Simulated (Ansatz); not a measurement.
A calculation with Ansatz (development build ahead of 0.2.0).

```yaml
crystal:
  periodic: [false, false, false]
  atoms:
    - { symbol: C, position_ang: [0.04717, -0.03595, -0.68976] }
    - { symbol: O, position_ang: [0.05236, -0.10766, 0.62425] }
    - { symbol: H, position_ang: [-0.00437, 0.80684, 1.05313] }
    - { symbol: H, position_ang: [0.05548, -0.98556, -1.091] }
    - { symbol: H, position_ang: [-0.38906, 0.83731, -1.25226] }
basis:
  gaussian: { orbitals: cc-pVDZ }
magnetization:
  spin_polarized: true
  initial_magnetization: 1
hamiltonian:
  xc: hf
correlation:
  method: mp2
  frozen_orbitals: { C: 1, H: 0, O: 1 }
```

The input is written out in the form of the current development build from the run's settings.

Output:

| Property | Result |
| --- | --- |
| Converged | yes |
| Reference energy | -114.41426 hartree |
| Correlation energy | -0.31044 hartree |
| Total energy | -114.72469 hartree |
| Spin squared of the determinant | 0.761 |
